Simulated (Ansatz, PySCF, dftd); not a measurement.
Species: C$_{3}$H$_{5}$, charge 0, doublet. C3H5 (SMILES C=[C]C, doublet).
B3LYP-D3(BJ)/def2-TZVP minimum from Ansatz (a quantum-chemistry and plane-wave program):
```
C
C 1 1.3046
H 2 1.0851 1 122.58
H 2 1.0936 3 116.06 1 180.00
C 1 1.4640 2 140.56 3 180.00
H 5 1.0927 1 111.28 2 120.10
H 5 1.0927 6 107.46 1 -122.05
H 5 1.0997 6 107.90 7 -116.11
```
Charge 0, spin multiplicity 2.

Property: enthalpy of formation at 298 K (by atomisation, with ideal-gas terms from PySCF's Hessian at B3LYP-D3(BJ)/def2-TZVP and the atoms' measured values of the G2/97 table; no spin-orbit terms), in kcal/mol. Radicals and triplets start from unrestricted determinants; spin-orbit coupling is neglected. Cores are frozen in correlated methods. Rows without X2C or -DK are non-relativistic. CBS(X,Y): correlation extrapolated as X^-3, Hartree-Fock from the larger set. A bracket is a step between two methods taken in the basis named. The functionals are non-relativistic, so their misses hold any scalar relativity. Double hybrids freeze cores in their MP2 part. '+ core + X2C': CCSD(T) terms for core correlation (cc-pwCVTZ) and scalar relativity (cc-pVTZ-DK). Where a partner has so few electrons that a lower coupled-cluster level is exact, that level stands in. The UHF reference of C3H5 (C=[C]C, doublet) is spin-contaminated (<S^2> up to 0.16 over the pure value in the sets run).

```csv
level,program,enthalpy of formation at 298 K (kcal/mol),difference against the last row
HF/cc-pVDZ,Ansatz,249.4,189.9
HF/aug-cc-pVTZ,Ansatz,240.0,180.5
PBE-D4/def2-TZVPD,Ansatz + dftd4,40.3,-19.2
r2SCAN-D4/def2-TZVPD,Ansatz + dftd4,54.3,-5.2
CAM-B3LYP-D3(BJ)/def2-TZVPD,Ansatz + dftd3,55.8,-3.7
wB97X-V/def2-TZVPD,Ansatz,61.9,2.4
B2PLYP/def2-TZVPD,Ansatz,67.7,8.2
B2GP-PLYP/def2-TZVPD,Ansatz,70.3,10.8
MP2/aug-cc-pVDZ,Ansatz,106.6,47.1
CCSD/aug-cc-pVTZ,Ansatz,86.0,26.5
CCSD(T)/cc-pVDZ,Ansatz,114.5,55.0
CCSDT(Q)/cc-pVDZ,Ansatz,113.7,54.2
"CCSD(T)/CBS(cc-pVTZ,cc-pVQZ) + [CCSDT(Q) - CCSD(T)]/cc-pVDZ + core + X2C",Ansatz,59.5,0.0
```
